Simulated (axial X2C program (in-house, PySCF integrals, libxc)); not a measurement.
# Which functional? An output for MgH

An SCF output computed with an axial X2C code built on PySCF integrals for MgH at 1.740 Å, two-component, state Ω = 1/2, Mg dyall-cv3z [9s8p6d3f], H dyall-v3z [6s2p1d] (cores contracted in-house), without its first line:

```
basis functions 101  fitting functions 403  grid points 4350
iter        total energy     max residual
   1       -200.437019855     1.00e-01
   2       -200.443503296     5.66e-03
   3       -200.444064430     4.77e-03
   4       -200.444137806     2.04e-03
   5       -200.444156348     4.94e-04
   6       -200.444162761     6.19e-04
   7       -200.444165636     3.65e-04
   8       -200.444166190     7.21e-05
   9       -200.444166264     2.30e-05
  10       -200.444166270     1.44e-05
  11       -200.444166271     1.93e-06
converged
one-electron -287.49143805  Coulomb 99.83407383  exact exchange -16.41547803  xc functional 0.00000000  nuclear repulsion 3.64949801  atomic mean-field constant -0.02082203
```

Question: Which level of theory produced it?
A. PW91
B. HF
C. PBE0

Answer: B. The exact-exchange term against the functional term shows a share of 1 of exact exchange.
